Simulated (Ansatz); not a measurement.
This geometry of AlClFH$_{3}$ (6 atoms, charge 0, multiplicity 1) is a first-order saddle point.

Method: RKS PBE-D4/6-31G* in Ansatz.

```xyz
6
Properties=species:S:1:pos:R:3
Al 0.011 -0.159 0.007
F 0.012 0.049 1.796
H 1.432 0.148 -0.639
H -1.431 0.071 -0.625
Cl 0.083 -2.432 0.875
H 0.052 -1.277 1.787
```

(1) Which two structures does it join? (They come from a converged band through this point; their orientation in space is the band's.)

(2) How far does it lie above each of them?

Results:

(1) Bonds broken: Cl5–H6. Bonds formed: F2–H6.

Initial state:

```xyz
6
Properties=species:S:1:pos:R:3
Al 0.009 -0.037 0.030
F 0.013 0.174 1.750
H 1.428 0.150 -0.669
H -1.427 0.064 -0.653
Cl 0.082 -2.477 0.919
H 0.054 -1.474 1.823
```

Final state:

```xyz
6
Properties=species:S:1:pos:R:3
Al 0.018 -0.370 -0.101
F 0.021 -0.012 1.868
H 1.425 0.172 -0.608
H -1.426 0.086 -0.593
Cl 0.083 -2.476 0.615
H 0.037 -1.000 2.020
```

(2) 0.3 kcal/mol above the first and 2.9 kcal/mol above the second. This is the barrier of this one path; another mechanism may lie lower. The orbitals stay closed-shell, which can raise the energy where a bond breaks towards radicals; this wasn't checked here.

The run took 47 s on 1 thread of Arm Neoverse V1, on a shared host, peak memory 0.11 GiB.
